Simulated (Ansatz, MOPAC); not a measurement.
# Band gap of hexagonal BN: levels of theory against measurement

Reference value: 6.43 eV (measured, zero-temperature vibrational correction of 0.35 eV (computed, DFT) added back here, VBM→CBM, indirect; inputs from Hunt et al. (2020), arXiv:2003.06608).

| level (code) | value (eV) | cell (Å³/atom) |
|---|---|---|
| PM3 semi-empirical Hartree-Fock (MOPAC) | 7.41 | 13.96 |
| LDA (Ansatz) | 4.04 (indirect) | 9.13 |
| PBE (Ansatz) | 4.24 (indirect) | 9.13 |
| PBE-D3(BJ) (Ansatz) | 4.23 (indirect) | 9.00 |
| HSE06-D3(BJ) (Ansatz) | ___ | 8.83 |

Task: Complete the blanks.

Result: 
- HSE06-D3(BJ) (Ansatz, a first-principles code), value (eV): 5.57 (indirect)

Errors against the reference: PM3 semi-empirical Hartree-Fock (MOPAC) +0.98 eV, LDA -2.39 eV, PBE -2.19 eV, PBE-D3(BJ) -2.20 eV, HSE06-D3(BJ) -0.86 eV.

Leaving aside PM3 semi-empirical Hartree-Fock (MOPAC) (doubt noted below): Closest of the ranked levels: HSE06-D3(BJ) (-0.86 eV). Farthest off among them: LDA (-2.39 eV). Every ranked level misses the reference by more than 0.2 eV. Even the nearest is off by 0.86 eV. All 4 levels lie below the reference.

Semilocal Kohn–Sham gaps run low as a rule, and all computed gaps are for a static lattice, while measured ones hold electron–phonon shifts unless said otherwise.  PM3 semi-empirical Hartree-Fock (MOPAC): the cell has another shape than the first-principles one, perhaps another minimum in the same group. PM3 semi-empirical Hartree-Fock (MOPAC): the gap is read on the k mesh or supercell of the run alone and can be too large. PM3 semi-empirical Hartree-Fock (MOPAC): the cell moved over 20 % in volume from its start. PM3 semi-empirical Hartree-Fock (MOPAC): the method was fitted mainly to molecules. PM3 semi-empirical Hartree-Fock (MOPAC): gaps of these semi-empirical methods are Hartree–Fock-like level differences, and their formation enthalpies are fitted 298 K values. Values are at the level's own equilibrium cell; LDA at the measured cell; PBE at the measured cell. Cutoffs and k meshes differ between the levels. Ansatz's density-functional and Hartree–Fock values are scalar-relativistic unless marked +SOC, with PAW data made under PBE.

Differences are worked out from the printed values.
